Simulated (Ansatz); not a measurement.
# CH₄O (singlet): the correlation ladder, cc-pVDZ

An exercise on one series of results from a longer session: the logs are not shown, and one member is left open.

The runs use Ansatz 0.2.0, Gaussian basis; cc-pVDZ, core rule «outside noble gas», up to 2 orbitals frozen.

The runs, in order: UHF; CCSD(T) on RHF; CCSDT(Q) on RHF; CCSDTQ on RHF.

2 further runs of the same task are left out: 2 set aside as unsound or not needed.

## The system

The geometry is an MP2(full)/6-31G* stationary point (not a proven minimum).

6 atoms, charge 0, spin multiplicity 1.

Atoms are counted from 1 here; the program's logs count them from 0.

Bond lengths: C1–O2 1.423 Å, C1–H3 1.090 Å, C1–H5 1.097 Å, C1–H6 1.097 Å, O2–H4 0.970 Å. Angles: O2–C1–H3 106.3°, O2–C1–H5 112.3°, O2–C1–H6 112.3°, H3–C1–H5 108.5°, H3–C1–H6 108.5°, H5–C1–H6 108.8°, C1–O2–H4 107.4°.

The first run:

in.yaml

```yaml
crystal:
  periodic: [false, false, false]
  atoms:
    - {symbol: C, position_ang: [-0.026687, 0.728617, 0.000000]}
    - {symbol: O, position_ang: [-0.026687, -0.694323, 0.000000]}
    - {symbol: H, position_ang: [-1.072551, 1.034013, 0.000000]}
    - {symbol: H, position_ang: [0.898978, -0.984230, 0.000000]}
    - {symbol: H, position_ang: [0.457589, 1.144604, 0.891772]}
    - {symbol: H, position_ang: [0.457589, 1.144604, -0.891772]}
basis:
  gaussian: {orbitals: cc-pVDZ}
magnetization: {spin_polarized: true, initial_magnetization: 0}
hamiltonian: {xc: hf}
output: {orbitals: {seedname: orbitals}}
```

Run with:

```bash
$ ansatz run in.yaml --threads 1 --pin off --events-out ev --progress --plain --max-ram 3956MiB --backend cpu
```

Among the steps run: UHF; CCSD(T) on RHF; CCSDT(Q) on RHF; CCSDTQ on RHF.

One of the session's tables, all rows but one given; the rest of the session is left out.

It belongs to the step «Misses and costs». 

| method | from RCCSDTQ (meV) |
| --- | --- |
| RHF | +10145.3 |
| RMP2 | +919.2 |
| RCCSD | +242.5 |
| RCCSD(T) | +30.5 |
| RCCSDT | ? |
| RCCSDT(Q) | -1.4 |
| RCCSDTQ | 0 |

Estimate the missing values for RCCSDT.

**Answer.** from RCCSDTQ (meV): +18.3. In the column «from RCCSDTQ (meV)» it lies between RCCSDTQ (0) and RCCSD(T) (+30.5).

With the free atoms at the same levels and basis (separate runs), the atomisation energy is 20.504 eV at RCCSDTQ, 20.487 eV at RCCSD(T), 15.586 eV at RHF.
